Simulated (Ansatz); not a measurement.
C4H4F2 can be A, `FC1=CCC1F`, or B, `CC#CC(F)F`.

Calculated with Ansatz (gas phase, PBE0-D4/def2-TZVP geometries, no zero-point term in ΔE). CCSD(T)/CBS is the MP2 limit (def2-TZVPP, def2-QZVPP) plus CCSD(T) − MP2 in def2-TZVPP, frozen cores. DFT in def2-TZVPP. B3LYP here is the variant with VWN-RPA as its local correlation; programs differ in this.

A:

Z-matrix (Å, degrees):
```
C
C 1 1.553
C 1 1.517 2 86.5
H 1 1.091 2 111.7 3 115.8
H 1 1.093 2 115.3 3 -117.8
F 2 1.373 1 115.7 3 -120.7
C 2 1.491 1 84.8 3 -3.4
H 2 1.094 1 114.8 3 112.6
H 3 1.081 1 133.0 2 -173.4
F 7 1.318 2 129.5 1 -179.6
```

B:

```xyz
10

C     0.2741    1.2967    1.5934
C     0.0788    0.3823    0.4892
C    -0.0787   -0.3644   -0.4374
C    -0.2813   -1.3100   -1.5226
F    -1.2612   -0.8820   -2.3601
F     0.8493   -1.4446   -2.2634
H    -0.0636    0.8523    2.5324
H    -0.2854    2.2207    1.4314
H     1.3309    1.5529    1.6973
H    -0.5628   -2.3040   -1.1601
```

Task: Which isomer does CCSD(T)/CBS put lower? Give the gap. (Estimate.)

Result: The calculation gave: A, by 1.4 kJ/mol. So small a gap doesn't settle the order.

Task: Give E(B) − E(A) in kJ/mol with ωB97M-V, CCSD/def2-TZVPP, CCSD(T)/def2-SVP, HF/def2-TZVPP, B3LYP-D4, B3LYP, BLYP-D4. (An estimate is asked.)

Result: Ansatz gave: ωB97M-V 6.3, CCSD/def2-TZVPP -2.3, CCSD(T)/def2-SVP -5.3, HF/def2-TZVPP -19.7, B3LYP-D4 -6.1, B3LYP -11.0, BLYP-D4 -11.5. The order is the other way round with CCSD/def2-TZVPP, CCSD(T)/def2-SVP, HF/def2-TZVPP, B3LYP-D4, B3LYP, BLYP-D4.

Task: Does the order hold for the free energy at 298.15 K (harmonic terms from PBE0-D4)? (Estimate.)

Result: Ansatz gave: No: G(B) − G(A) = -13.6 kJ/mol. Modes under 60 cm⁻¹, often nearly free rotors, make the harmonic entropy too high.

Largest T1 diagnostic: 0.012.

The D4 term adds +4.9 kJ/mol with B3LYP and +2.3 kJ/mol with PBE0; it sums over pairs of atoms, weighted by their polarisabilities, and B3LYP, whose exchange is more repulsive, gets the larger term. From BLYP to BHLYP (50 % exact exchange), in def2-TZVPP and without D4, E(B) − E(A) moves by +11.9 kJ/mol.
